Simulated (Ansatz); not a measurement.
# H7NOSi: the cost of one run

Method: PBE0-D4/def2-SVP; program: Ansatz 0.2.0, Gaussian basis.

22 further runs of the same task are left out: 22 set aside as unsound or not needed.

### 1 The starting structure

The first end: 10 atoms, charge 0, spin multiplicity 1.

Atoms are counted from 1 here; the program's logs count them from 0.

Bond lengths: Si1–H2 1.486 Å, Si1–H3 1.489 Å, Si1–H4 1.486 Å, Si1–N5 1.728 Å, N5–H8 1.008 Å, N5–H9 1.008 Å, H6–O7 0.960 Å, O7–H10 0.960 Å. Angles: H2–Si1–H3 108.8°, H2–Si1–H4 111.5°, H2–Si1–N5 106.3°, H3–Si1–H4 108.8°, H3–Si1–N5 115.2°, H4–Si1–N5 106.3°, Si1–N5–H8 119.1°, Si1–N5–H9 119.1°, H8–N5–H9 110.2°, H6–O7–H10 105.1°.

Coordinates:

```
Si   -0.2307   -0.1851    0.3955
H     1.1151   -0.7256    0.0721
H    -1.2261   -0.7929   -0.5299
H    -0.2747    1.2921    0.2441
N    -0.4913   -0.5078    2.0730
H     1.4733    0.2664   -2.4509
O     0.5798    0.6177   -2.4556
H    -1.2787   -0.0828    2.5369
H    -0.3467   -1.4427    2.4205
H     0.6801    1.5607   -2.3058
```

The second end:

```xyz
10

Si   -0.9013    0.4299   -0.1494
H     1.9920   -2.1026   -0.8937
H    -1.5727   -0.7244   -0.7854
H    -1.8186    1.5797    0.0697
N    -0.3454    0.0146    1.4075
H     1.7004   -1.4492   -1.1109
O     0.2608    0.8187   -1.2562
H    -0.3557    0.6652    2.1731
H     0.2149   -0.7982    1.5994
H     0.8256    1.5662   -1.0541
```

### 2 The band at PBE0-D4/def2-SVP

The input, neb/in.yaml:

```yaml
crystal:
  periodic: [false, false, false]
  atoms:
    - {symbol: Si, position_ang: [-0.230697, -0.185112, 0.395502]}
    - {symbol: H, position_ang: [1.115079, -0.725614, 0.072057]}
    - {symbol: H, position_ang: [-1.226075, -0.792933, -0.529879]}
    - {symbol: H, position_ang: [-0.274706, 1.292128, 0.244130]}
    - {symbol: N, position_ang: [-0.491297, -0.507773, 2.072999]}
    - {symbol: H, position_ang: [1.473300, 0.266361, -2.450870]}
    - {symbol: O, position_ang: [0.579761, 0.617667, -2.455626]}
    - {symbol: H, position_ang: [-1.278709, -0.082832, 2.536911]}
    - {symbol: H, position_ang: [-0.346665, -1.442703, 2.420548]}
    - {symbol: H, position_ang: [0.680108, 1.560714, -2.305773]}
basis:
  gaussian: {orbitals: def2-SVP}
hamiltonian: {xc: pbe0, dispersion: d4}
neb:
  images: 5
  climbing: true
  max_iterations: 40
  initial_path: idpp
  final_atoms:
    - {symbol: Si, position_ang: [-0.901289, 0.429855, -0.149359]}
    - {symbol: H, position_ang: [1.992045, -2.102599, -0.893743]}
    - {symbol: H, position_ang: [-1.572682, -0.724362, -0.785416]}
    - {symbol: H, position_ang: [-1.818579, 1.579690, 0.069730]}
    - {symbol: N, position_ang: [-0.345353, 0.014619, 1.407496]}
    - {symbol: H, position_ang: [1.700385, -1.449200, -1.110872]}
    - {symbol: O, position_ang: [0.260803, 0.818741, -1.256208]}
    - {symbol: H, position_ang: [-0.355736, 0.665222, 2.173085]}
    - {symbol: H, position_ang: [0.214873, -0.798230, 1.599424]}
    - {symbol: H, position_ang: [0.825633, 1.566165, -1.054134]}
```

Launch:

```console
$ ansatz run in.yaml --threads 2 --pin off --events-out ev --progress --plain --max-ram 4352MiB
```

**Question.** How long does this run take on 2 threads of Arm Neoverse V2, shared host?

About 3 min.
